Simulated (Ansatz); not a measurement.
Consider Ir in the fcc (Cu type) structure (space group Fm-3m, No. 225; a = 3.8450 Å).

All numbers come from r2SCAN (Ansatz, an electronic-structure program; PAW; 500 eV plane waves; scalar-relativistic without spin-orbit coupling), earlier PAW set.

Modification: full substitution Ir → Au, then cell and atoms are relaxed.

Measured lattice parameter a: Ir 3.831 Å (static lattice; corrected from measurement; as listed in Daniel Mejia-Rodriguez, S. B. Trickey, Phys. Rev. B (2018)); Au 4.062 Å (static lattice; corrected from measurement; as listed in Daniel Mejia-Rodriguez, S. B. Trickey, Phys. Rev. B (2018)).

Task: How well does r2SCAN reproduce the measured shift?

Result: With r2SCAN the lattice parameter a moves by +0.279 Å (3.845 → 4.124) against +0.231 Å measured.

No phonon test of stability was made. The final runs are not spin-polarised.
